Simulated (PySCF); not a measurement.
**Functional benchmark on one molecule**

Molecule: SMILES C1CC1, C₃H₆.

Geometry (Å), atoms numbered from 1 in this order:
```xyz
9

C     0.847    0.167    0.061
C    -0.271   -0.800   -0.191
C    -0.577    0.633    0.129
H     1.407    0.077    0.996
H     1.455    0.487   -0.790
H    -0.433   -1.146   -1.215
H    -0.482   -1.556    0.571
H    -0.998    0.864    1.112
H    -0.949    1.273   -0.674
```

Geometry PBE0-D3(BJ)/def2-SVP throughout; GIAO in PySCF 2.14, gas phase, one conformer, non-relativistic; equivalent atoms averaged; basis pcSseg-2.

Reference values (measured; solution, not stated in the table (CDCl3 in this author's series); The use of chemical shift calculations in the conformational analysis of substituted benzenes, New J. Chem. 2019 (ESI)): δ(H4/H5/H6/H7/H8/H9) = 0.22 ppm. Computed shifts are taken against TMS, calculated as an isolated molecule at each level.

How do the functionals HF, LDA, PBE, BLYP, BP86, OPBE, KT2, KT3, B97-D, B3LYP, PBE0, mPW1PW91, WP04, B97-2, BHandHLYP, CAM-B3LYP, wB97X-D, LC-wPBE perform against the reference? Times are CPU seconds on shared hosts with different chips, so compare them loosely; the GGAs took longer than the global hybrids here, which isn't the general rule, and the cause wasn't traced.

Results:


| functional | kind | H4/H5/H6/H7/H8/H9 | abs. error H | core-s |
| --- | --- | --- | --- | --- |
| HF | Hartree–Fock | 0.26 | 0.04 | 7.5 |
| LDA | LDA | 0.28 | 0.06 | 17 |
| PBE | GGA | 0.26 | 0.04 | 22 |
| BLYP | GGA | 0.28 | 0.06 | 22 |
| BP86 | GGA | 0.26 | 0.04 | 22 |
| OPBE | GGA | 0.26 | 0.04 | 22 |
| KT2 | GGA | 0.22 | 0.00 | 22 |
| KT3 | GGA | 0.25 | 0.03 | 23 |
| B97-D | GGA | 0.27 | 0.05 | 22 |
| B3LYP | global hybrid | 0.28 | 0.06 | 6.9 |
| PBE0 | global hybrid | 0.27 | 0.05 | 16 |
| mPW1PW91 | global hybrid | 0.27 | 0.05 | 16 |
| WP04 | global hybrid | 0.32 | 0.10 | 12 |
| B97-2 | global hybrid | 0.27 | 0.05 | 12 |
| BHandHLYP | global hybrid | 0.28 | 0.06 | 13 |
| CAM-B3LYP | range-separated hybrid | 0.32 | 0.10 | 18 |
| wB97X-D | range-separated hybrid | 0.29 | 0.07 | 19 |
| LC-wPBE | range-separated hybrid | 0.35 | 0.13 | 23 |

For ¹H the closest is KT2 (0.00 ppm) and the furthest LC-wPBE (0.13 ppm). One molecule is a small sample, and vibrational and solvent effects are absent from the calculation.
